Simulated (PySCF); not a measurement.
Consider hydrogen bromide, `Br` (HBr). Numbering: `[BrH:1]`

Level of theory: PBE0-D3(BJ)/ma-def2-TZVP single points in PySCF, grid level 2; every species was optimised with PBE0-D3(BJ)/ma-def2-SVP. Zero-point and thermal terms (298.15 K, 1 bar) come from unscaled PBE0-D3(BJ)/ma-def2-SVP harmonic frequencies, with soft modes damped to free rotors in the entropy.

(1) What are the vertical and the adiabatic ionisation energy for forming the radical cation?

(2) Where does the unpaired spin of the relaxed radical cation sit?

(3) What oxidation potential follows in acetonitrile (IEF-PCM), given that Fc+/Fc comes at 4.40 V absolute with this functional and basis?

(4) How far is −ε(HOMO) from the vertical value by ΔSCF?

Results:

(1) 11.73 eV vertical and 11.70 eV adiabatic, the latter with zero-point energy.

(2) Br1 (bromine) 1.02 (intrinsic atomic orbital populations).

(3) In the gas phase ΔG of oxidation is 11.665 eV, and solvation is -10.3 kJ/mol for the parent and -312.7 kJ/mol for the product, so the absolute potential is 8.53 V, or 4.13 V against Fc+/Fc. Fc+/Fc in acetonitrile, 4.40 V, is PBE0-D3(BJ)/ma-def2-TZVP on PBE0-D3(BJ)/def2-SVP structures with GFN2-xTB thermal terms. Benchmark calculations put it near 5.0 V in acetonitrile and DMSO, so it is about 0.6 V low, and the value against it can read up to that much too high. The solvent is electrostatics only, on gas-phase structures; the absolute scale refers to an electron at rest in vacuum.

(4) −ε(HOMO) = 8.78 eV, which is 2.94 eV below the ΔSCF value.

Known limits: spin-orbit coupling is left out of the energies, which matters for open shells on the heavier atoms; atoms from Ga to Kr are treated without relativity.

Differences come from unrounded values, so a last digit can differ from that of the printed terms.
